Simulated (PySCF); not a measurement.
HS, SMILES [SH], multiplicity 2.

Geometry optimised at B3LYP-D3(BJ)/def2-TZVPD.

The numbers are results of PBE/def2-TZVPD (PySCF), not measurements.

The total energy is -398.57894 hartree. The point group is C∞v, the α spin, highest occupied and lowest empty level is -6.57 and -0.74 eV and the β spin, highest occupied and lowest empty level comes out as -6.22 and -5.80 eV. The dipole moment is 0.75 D and the ⟨S²⟩ comes out as 0.754 (pure state 0.75).
